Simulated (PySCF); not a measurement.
Computed IR spectrum (relative IR intensity) of a molecule C₂H₄O₂. Geometry: PBE-D3(BJ)/def2-SVP. Other conformers were not sampled. All values below come from PBE-D3(BJ)/def2-SVP in PySCF. Frequencies are harmonic and unscaled.

ν (cm⁻¹): 529 (w), 574 (w), 676 (m), 951 (m), 1011 (vw), 1171 (s), 1287 (vw), 1360 (m), 1390 (w), 1397 (vw), 1815 (vs), 3624 (m) (against the strongest line: vs over 80 %, s over 45 %, m over 15 %, w over 4 %, vw less)

### Question
Identify the compound among the candidates.
(A) C1OCO1
(B) CC(=O)O
(C) COC=O

### Answer
B, CC(=O)O
